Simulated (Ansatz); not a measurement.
**C₂H₆S (singlet): the correlation ladder, cc-pV(D+d)Z**

One table from this session's results is given with a row withheld; the runs are named, their logs left out.

The runs use Ansatz 0.2.0, Gaussian basis; cc-pV(D+d)Z, core rule «outside noble gas», up to 7 orbitals frozen.

The runs, in order: UHF; CCSD(T) on RHF; BCCD(T) on RHF; CISD; CCSDT(Q) on RHF; CASSCF and MRCISD+Q, 8 electrons in 8 orbitals; CASSCF and NEVPT2, 8 electrons in 8 orbitals.

18 further runs of the same task are left out: 1 that didn't finish, 17 set aside as unsound or not needed.

## The system

The geometry is an MP2(full)/6-31G* stationary point (not a proven minimum).

9 atoms, charge 0, spin multiplicity 1.

Atoms are counted from 1 here; the program's logs count them from 0.

Bond lengths: C1–S2 1.804 Å, C1–H4 1.091 Å, C1–H5 1.092 Å, C1–H6 1.092 Å, S2–C3 1.804 Å, C3–H7 1.091 Å, C3–H8 1.092 Å, C3–H9 1.092 Å. Angles: S2–C1–H4 107.7°, S2–C1–H5 111.3°, S2–C1–H6 111.3°, H4–C1–H5 108.6°, H4–C1–H6 108.6°, H5–C1–H6 109.4°, C1–S2–C3 98.5°, S2–C3–H7 107.7°, S2–C3–H8 111.3°, S2–C3–H9 111.3°, H7–C3–H8 108.6°, H7–C3–H9 108.6°, H8–C3–H9 109.4°.

Coordinates:

```xyz
9
charge 0, multiplicity 1
C     0.0000    1.3667   -0.5855
S     0.0000    0.0000    0.5925
C     0.0000   -1.3667   -0.5855
H     0.0000    2.2967   -0.0145
H     0.8916    1.3457   -1.2164
H    -0.8916    1.3457   -1.2164
H     0.0000   -2.2967   -0.0145
H    -0.8916   -1.3457   -1.2164
H     0.8916   -1.3457   -1.2164
```

The first run:

File in.yaml:

```yaml
crystal:
  periodic: [false, false, false]
  atoms:
    - {symbol: C, position_ang: [0.000000, 1.366668, -0.585502]}
    - {symbol: S, position_ang: [0.000000, 0.000000, 0.592484]}
    - {symbol: C, position_ang: [0.000000, -1.366668, -0.585502]}
    - {symbol: H, position_ang: [0.000000, 2.296687, -0.014505]}
    - {symbol: H, position_ang: [0.891644, 1.345680, -1.216385]}
    - {symbol: H, position_ang: [-0.891644, 1.345680, -1.216385]}
    - {symbol: H, position_ang: [0.000000, -2.296687, -0.014505]}
    - {symbol: H, position_ang: [-0.891644, -1.345680, -1.216385]}
    - {symbol: H, position_ang: [0.891644, -1.345680, -1.216385]}
basis:
  gaussian: {orbitals: "cc-pV(D+d)Z.json"}
magnetization: {spin_polarized: true, initial_magnetization: 0}
hamiltonian: {xc: hf}
output: {orbitals: {seedname: orbitals}}
```

Command:

```bash
$ ansatz run in.yaml --threads 1 --pin off --events-out ev --progress --plain --max-ram 4096MiB --backend cpu
```

Among the steps run: UHF; CCSD(T) on RHF; BCCD(T) on RHF; CISD; CCSDT(Q) on RHF; CASSCF and MRCISD+Q, 8 electrons in 8 orbitals; CASSCF and NEVPT2, 8 electrons in 8 orbitals.

One of the session's tables, all rows but one given; the rest of the session is left out.

| method | from RCCSDT(Q) (kJ/mol) |
| --- | --- |
| RHF | +1298.8 |
| RMP2 | +166.5 |
| CISD | +202.6 |
| RCCSD | +40.7 |
| RCCSD(T) | +4.7 |
| BCCD(T) | ? |
| RCCSDT | +2.3 |
| RCCSDT(Q) | 0 |
| CASSCF frontier | +1078.9 |
| MRCISD frontier | +145.7 |
| MRCISD+Q frontier | +21.9 |

**Question.** Estimate the row for BCCD(T).

As computed: from RCCSDT(Q) (kJ/mol): +4.6. In the column «from RCCSDT(Q) (kJ/mol)» it lies between RCCSDT (+2.3) and RCCSD(T) (+4.7).

Not comparable, so not listed: CASSCF and NEVPT2, 8 electrons in 8 orbitals (they don't share determinant, frozen orbitals or solution with the rows shown, or repeat one).

Caveats from the session: Warnings in the runs' records: passed over end.
